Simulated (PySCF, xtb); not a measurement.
HN₂, SMILES N#[NH+], charge +1.

xtb 6.7.1 with GFN2-xTB at its own geometry gives an orbital gap of 5.16 eV.

Geometry: B3LYP-D3(BJ)/def2-TZVPD. The isomer is the one that the SMILES or the coordinates give; other isomers of the formula were not compared.

**Question.** What does PBE/def2-TZVPD run with PySCF give? (The exact figures need the calculation; the answer reports its results.)

**Answer.** gap 8.73 eV (levels -20.25 and -11.52 eV).
